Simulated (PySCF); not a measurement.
Molecule: SMILES FC(F)(F)Cl, CClF3.

Atom-mapped SMILES (the numbers label the heavy atoms): `[F:1][C:2]([F:3])([F:4])[Cl:5]`.

Geometry PBE0-D3(BJ)/def2-SVP throughout; GIAO in PySCF 2.14, gas phase, one conformer, non-relativistic; equivalent atoms averaged; functional PBE0.

Problem. How do the absolute shieldings σ depend on the basis set? (ppm; last column core-seconds on shared hosts with different chips, so compare them loosely)

Solution. 
```
    basis set  functions  F1/F3/F4     C2    Cl5  core-s
       STO-3G         29     353.1  130.7  932.7       1
        6-31G         49     215.8   60.9  603.6     2.1
     pcSseg-0         49     209.4   35.6  639.7     2.4
       6-31G*         74     232.6   64.2  636.1       3
     def2-SVP         74     239.5   59.7  671.9     2.6
      cc-pVDZ         74     234.0   63.4  663.9     3.7
     pcSseg-1         92     211.6   48.6  597.8     4.9
  aug-cc-pVDZ        119     226.6   62.1  622.7     6.1
6-311+G(2d,p)        143     209.2   51.2  585.2     5.9
      cc-pVTZ        154     214.9   49.9  625.5     8.5
    def2-TZVP        161     211.0   48.0  574.2     7.2
     IGLO-III        184     208.0   44.1  575.8     9.7
     pcSseg-2        187     209.6   42.9  586.1     9.6
```

Problem. Which nucleus moves most, in ppm?

Solution. Cl5 (chlorine bonded to C): from 574.2 ppm with def2-TZVP to 932.7 ppm with STO-3G. The smallest spread is 95.2 ppm, at C2.

Problem. Taking the largest basis, pcSseg-2 (187 functions), as the yardstick, rank the others by their worst heavy-atom deviation.

Solution. 6-311+G(2d,p) 8.3 ppm (143 functions), IGLO-III 10.2 ppm (184 functions), pcSseg-1 11.7 ppm (92 functions), def2-TZVP 11.9 ppm (161 functions), 6-31G 18.0 ppm (49 functions), aug-cc-pVDZ 36.7 ppm (119 functions), cc-pVTZ 39.4 ppm (154 functions), 6-31G* 50.0 ppm (74 functions), pcSseg-0 53.6 ppm (49 functions), cc-pVDZ 77.8 ppm (74 functions), def2-SVP 85.9 ppm (74 functions), STO-3G 346.6 ppm (29 functions).

A small basis that lands close on one nucleus may do so by chance; judge by the trend and by all nuclei.
